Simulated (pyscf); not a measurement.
# Routes from `[CH3][CH2][NH2]` + `[H][H]`

Candidate steps break at most two bonds and form at most two. Each was searched with GFN2-xTB (tblite) first. Structures and frequencies: ωB97X-D3(BJ)/def2-SVP in PySCF. Energies: ωB97M-D3(BJ)/def2-TZVP, kJ/mol, from the separated reactants, singlet surface; ΔG‡ with ideal gas, 1 atm, RRHO with modes under 100 cm⁻¹ raised to 100, one conformer, R ln 2 for chiral ones without a mode under 150 cm⁻¹.

```tsv
products	type	ΔE‡	ΔE	ΔG‡ 298 K	ΔG‡ 900 K	ν‡ (cm⁻¹)
H₃C–CH₃ + NH₃	four-centre exchange	395.5	-93.5	426.5	491.0	1161i
CH₄ + H₃C–NH₂	four-centre exchange	411.7	-61.5	434.2	494.8	1047i
```

Under all of these lies the exit to CH₃• + •H₂C–NH₂ + H₂ (no saddle counted: cutting one bond costs +369.5 kJ/mol at ωB97M-D3(BJ)/def2-TZVP). Plain bond fissions and candidates not yet searched are not listed, and one of them may be faster. Each barrier is that of the saddle found; lower ones may exist.
